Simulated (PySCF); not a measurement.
Molecule: SMILES CP(C)P(F)F, C2H6F2P2.

Molfile (atoms numbered from 1):
```
C2H6F2P2
     RDKit          3D

 12 11  0  0  0  0  0  0  0  0999 V2000
   -0.5060   -1.3297   -0.7075 C   0  0  0  0  0  0  0  0  0  0  0  0
   -0.1148   -0.3058    0.7918 P   0  0  0  0  0  0  0  0  0  0  0  0
    1.5855    0.2977    0.3556 C   0  0  0  0  0  0  0  0  0  0  0  0
   -1.1978    1.4941    0.0483 P   0  0  0  0  0  0  0  0  0  0  0  0
   -2.6858    0.8858    0.2411 F   0  0  0  0  0  0  0  0  0  0  0  0
   -1.1103    2.3787    1.3979 F   0  0  0  0  0  0  0  0  0  0  0  0
    0.0764   -2.2617   -0.6589 H   0  0  0  0  0  0  0  0  0  0  0  0
   -0.2798   -0.8270   -1.6622 H   0  0  0  0  0  0  0  0  0  0  0  0
   -1.5729   -1.5969   -0.6852 H   0  0  0  0  0  0  0  0  0  0  0  0
    1.8773    1.0924    1.0589 H   0  0  0  0  0  0  0  0  0  0  0  0
    1.6727    0.6782   -0.6746 H   0  0  0  0  0  0  0  0  0  0  0  0
    2.2948   -0.5343    0.4834 H   0  0  0  0  0  0  0  0  0  0  0  0
  1  2  1  0
  2  3  1  0
  2  4  1  0
  4  5  1  0
  4  6  1  0
  1  7  1  0
  1  8  1  0
  1  9  1  0
  3 10  1  0
  3 11  1  0
  3 12  1  0
M  END
```

Geometry PBE0-D3(BJ)/def2-SVP throughout; GIAO in PySCF 2.14.0 with density-fitted response routines, gas phase, one conformer, non-relativistic; equivalent atoms averaged; functional PBE0.

For orientation, def2-SVP gives these absolute shieldings σ: C1/C3 186.6, P4 87.2, P2 447.8, F5/F6 302.8, H7/H8/H9/H10/H11/H12 30.38 ppm.

A run gave: C1/C3 191.4, P4 61.0, P2 439.2, F5/F6 315.3, H7/H8/H9/H10/H11/H12 31.32 ppm (absolute shieldings σ).

Task: Which basis set was used in that run?
A. STO-3G
B. 6-31G
C. def2-TZVP
D. 6-31G*

Result: B. F5/F6 tells them apart best: 6-31G gives 315.3, def2-TZVP gives 276.8, 6-31G* gives 299.0, STO-3G gives 446.4 ppm.
